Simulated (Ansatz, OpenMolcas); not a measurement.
# Si2 (disilicon): methods side by side

Si2 has 2 atoms, charge 0, and is taken as a triplet. As SMILES, `[Si]=[Si]`. The shape is that of a GFN2-xTB optimisation.

```xyz
2

Si    0.0000    0.0000    0.0000
Si    0.0000    0.0000    2.1742
```

Quantity: the energy change with the Si1–Si2 bond stretched from 2.174 to 2.718 Å, in eV. The values are calculated.

| level | kind | program | value (eV) |
| --- | --- | --- | --- |
| UHF/6-31G | Hartree–Fock | Ansatz | 0.34 |
| UBLYP/6-31G | GGA | Ansatz | 0.19 |
| U-r2SCAN/6-31G | meta-GGA | Ansatz | 0.42 |
| U-r2SCAN0/6-31G | hybrid meta-GGA | Ansatz | 0.46 |
| UCAM-B3LYP/6-31G | range-separated hybrid | Ansatz | 0.45 |
| UB2PLYP/6-31G | double hybrid | Ansatz | 0.27 |
| RPA@PBE/6-31G | RPA | Ansatz | 0.12 |
| UMP2/6-31G | perturbation theory | Ansatz | 0.56 |
| FCI/STO-3G | exact in the basis | OpenMolcas | 1.70 |

The first shape isn't each level's own minimum. The values span 0.12 to 1.70 eV. Spin contamination of the reference (⟨S²⟩ at least 0.1 too high) touches UHF/6-31G, UMP2/6-31G. All rows use very small basis sets, so none should be taken for the real molecule's value.
